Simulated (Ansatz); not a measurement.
Basis-set extrapolation for `CO/C(F)=C/F` (PBE0-D4/def2-TZVP geometry, frozen core, the Gaussian-basis code of Ansatz). Multiplicity 1, RHF reference.

```json
{"": "HF", "def2-TZVPP": "-389.781642", "def2-QZVPP": "-389.799128"}
{"": "MP2 correlation", "def2-TZVPP": "-1.210883", "def2-QZVPP": "-1.309777"}
{"": "CCSD(T) correlation", "def2-TZVPP": "-1.281431", "def2-QZVPP": "not run"}
```

Energies in hartree. Use E(X) = E(∞) + A·exp(−7.88·√X) for Hartree–Fock and E(X) = E(∞) + B·X^(−2.97) for correlation, with X = 3 and 4, and add CCSD(T) minus MP2 of the smaller set to the MP2 limit.

Problem. What is the CCSD(T) energy at the basis-set limit?

Solution. HF limit: -389.799128 + (-0.017486) × 0.13774 = -389.80154. MP2 limit: -1.309777 + (-0.098894) × 0.74074 = -1.38303. Higher-order term: -1.281431 − (-1.210883) = -0.07055. Total: -391.25512 hartree, 5.23 eV below CCSD(T)/def2-TZVPP.
